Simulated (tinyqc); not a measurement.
Worked calculation: UKS/B3LYP (VWN-RPA form) in the sto-6g basis, for H2O+, spin multiplicity 2. One step of it, computed by the program tinyqc.

Question. Orthogonalisation. S = U s U^T; canonical form X = U s^(-1/2), so that X^T S X = 1. Each column of U has its largest component positive (the first on a tie).

overlap S, lower triangle:
```
,1O 1s,1O 2s,1O 2px,1O 2py,1O 2pz,2H 1s,3H 1s
1O 1s,1.000000
1O 2s,0.231145,1.000000
1O 2px,0.000000,0.000000,1.000000
1O 2py,0.000000,0.000000,0.000000,1.000000
1O 2pz,0.000000,0.000000,0.000000,0.000000,1.000000
2H 1s,0.051432,0.455672,0.000000,0.296511,0.239519,1.000000
3H 1s,0.051432,0.455672,0.000000,-0.296511,0.239519,0.242434,1.000000
```

Give: eigenvalues of S; X.

Answer.

eigenvalues of S: 0.3632  0.4423  0.8860  1.0000  1.0939  1.3153  1.8994

X:
```
,1,2,3,4,5,6,7
1O 1s,-0.2990,0.0000,0.7561,0.0000,-0.6177,0.0000,0.1516
1O 2s,1.1465,0.0000,-0.3046,0.0000,-0.3066,0.0000,0.4216
1O 2px,0.0000,0.0000,0.0000,1.0000,0.0000,0.0000,0.0000
1O 2py,0.0000,0.9036,0.0000,0.0000,0.0000,0.6969,0.0000
1O 2pz,0.5456,0.0000,0.6457,0.0000,0.6383,0.0000,0.2012
2H 1s,-0.7253,-0.8498,-0.1537,0.0000,0.1251,0.3705,0.3777
3H 1s,-0.7253,0.8498,-0.1537,0.0000,0.1251,-0.3705,0.3777
```
